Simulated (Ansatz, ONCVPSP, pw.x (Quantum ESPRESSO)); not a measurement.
## lanthanum (La): one change to the ONCV potential, in the atom and in the bcc crystal

lanthanum, optimised norm-conserving Vanderbilt (ONCV), made with ONCVPSP 4.0.1.1 (patched build) (LDA (Perdew-Wang 92), scalar-relativistic). Core [Kr] 4d10, reference 5s2 5p6 5d1 6s2. Waves: 5s+6s: rc 2.70 bohr, ncon 4, nbas 8, qcut 5.8 1/bohr, 2 projectors; 5p: rc 2.10 bohr, ncon 5, nbas 8, qcut 4.1 1/bohr, 2 projectors, debl 1.2 Ha; 5d: rc 3.60 bohr, ncon 4, nbas 9, qcut 4.4 1/bohr, 2 projectors, debl 3.8 Ha; f scattering state at 0.14 Ha: rc 3.60 bohr, ncon 3, nbas 7, qcut 3.2 1/bohr, 2 projectors, debl 0.9 Ha. Local part: polynomial inside 1.80 bohr (lpopt 5, dvloc0 2 Ha). Core correction: none.

In the f channel the program set the typed energies aside and used -0.169, 0.731 Ha.

Change: d: debl 0.35.

Cutoffs, loose and tight: the cutoffs (Ha) at which the residual kinetic energy of the hardest occupied pseudo-wave falls to 1 and 0.1 mHa per electron. They do not see the model core or the augmentation charge, which bear on the density cutoff. Test errors are all-electron minus pseudo excitation energies from the reference, over the configurations 5s2 5p6 5d1 6s1; 5s2 5p6 5d1 6s0; 5s2 5p6 5d0 6s0; 5s2 5p6 5d1 6s0 6p1; variants that change the core or the reference have their own tests.

Crystal test: bcc La in pw.x 7.5, no spin, 11³ k-points, Fermi–Dirac smearing 0.01 Ry, cutoffs set for each file from its atomic test. The reference is all-electron LAPW (Ansatz 0.2.0) with the same functional, mesh and smearing; V0 and B0 come from Birch–Murnaghan fits to the pressures at five volumes. Errors are pseudo minus all-electron; Δ is the rms difference of the E(V) curves that follow from these fits, minima aligned, over ±6 % about the mean V0. Mesh and smearing are coarse, so the numbers serve the comparison and aren't converged zero-temperature values; the lattice is a test structure that the element need not adopt.

All-electron: a0 = 4.054 Å (V0 = 33.31 Å³/atom), B0 = 29.0 GPa.

**Question.** Does the change bring the crystal closer to the all-electron result?

**Answer.** The mean pressure error goes from -2.97 to -3.49 GPa, so the change moves the solid further from the all-electron pressures. Neither pressure curve crosses zero within the volumes sampled, so no fits are given.

| quantity | base | changed |
| --- | --- | --- |
| outcome (atom) | generated, projector energies reset by the program | generated, projector energies reset by the program |
| cutoff, loose (atom) | 32 Ha | 32 Ha |
| cutoff, tight (atom) | 42 Ha | 42 Ha |
| bound ghosts (atom) | none | none |
| largest test error (meV) (atom) | +7.2 | +7.3 |
| cutoffs in pw.x (Ry) | 100/400 | 100/400 |
| mean pressure error (GPa) | -2.97 | -3.49 |

Base: The largest radius (3.60 bohr) exceeds half the bond length (3.32 bohr), so the spheres overlap, which is one possible source of error among others. This is a poor potential for the solid. The atomic tests give no hint of an error of this size, and its cause was not traced. Changed file: The largest radius (3.60 bohr) exceeds half the bond length (3.32 bohr), so the spheres overlap, which is one possible source of error among others. This is a poor potential for the solid. The atomic tests give no hint of an error of this size, and its cause was not traced.
